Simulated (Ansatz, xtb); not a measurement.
## Ranking isomers of H3NOS2

9 gas-phase structures of H3NOS2, found in a search over its isomers (lower ones may exist). Each was relaxed with GFN2-xTB; where two conformers were screened, the lower at r2SCAN-D4/def2-SVP is listed:

A. `NS[SH]=O`, a singlet
B. `O=[SH]NS`, a singlet
C. `OSNS`, a singlet
D. `ONSS`, a singlet
E. a singlet given by its coordinates
F. `N[S@](O)=S`, a singlet
G. `N[S@](=O)S`, a singlet
H. `NSSO`, a singlet
I. `NSOS`, a singlet

E (Å):

```xyz
7

N     2.6326    1.5312   -2.3777
O     3.0937   -0.2118   -0.7980
S     2.1432    0.1167   -2.0685
S     3.0573   -1.2371   -3.5775
H     2.0622    2.0575   -3.0156
H     3.7603    0.4801   -0.6933
H     3.8481   -0.3046   -4.0993
```

Close contacts (Å): N1–S3 1.53, O2–S3 1.62, S3–S4 2.22, N1–H5 1.00, O2–H6 0.97, S4–H7 1.33.

Question: Which do you expect lowest at r2SCAN-D4/def2-SVP, and how would the others follow?

Answer: Calculated order at r2SCAN-D4/def2-SVP: H (0.0), F (6.5), G (10.6), C (12.1), D (20.4), I (21.8), A (23.7), E (27.8), B (30.9) kcal/mol.

Energies above the lowest of each column, in kcal/mol; the last columns are at PBE0-D3(BJ)/pcseg-1 geometries and were run for some of them only (a dash: not run or not comparable):

```
structure  GFN2-xTB  HF/STO-3G  r2SCAN-D4/def2-SVP  PBE0-D3(BJ)/pcseg-1  CCSD(T)/def2-TZVP
        H       5.3        0.0                 0.0                  0.0                0.0
        F       5.6       67.6                 6.5                  7.2                2.8
        G       0.0      100.8                10.6                 10.6                4.3
        C      20.7        9.8                12.1                 12.7                  –
        D      28.5        6.4                20.4                    –                  –
        I      24.4       13.2                21.8                    –                  –
        A      20.9       98.1                23.7                    –                  –
        E      17.2      102.5                27.8                    –                  –
        B      28.5      110.8                30.9                    –                  –
```

CCSD(T)/def2-TZVP puts H lowest of those it was run on; GFN2-xTB picks G. Some further structures that were screened fall inside this span and aren't listed. Flexible structures stand in one conformer each, not always the lowest. Frequencies (PBE0-D3(BJ)/pcseg-1) were run for F, G, H alone.

Over these structures GFN2-xTB departs from r2SCAN-D4/def2-SVP by 5.7 kcal/mol on average once a common shift is removed. A GFN2-xTB relaxation took about 0.11 s and the r2SCAN-D4/def2-SVP energy about 1.2 s on a shared host (Ansatz 0.2.0, xtb 6.7.1).
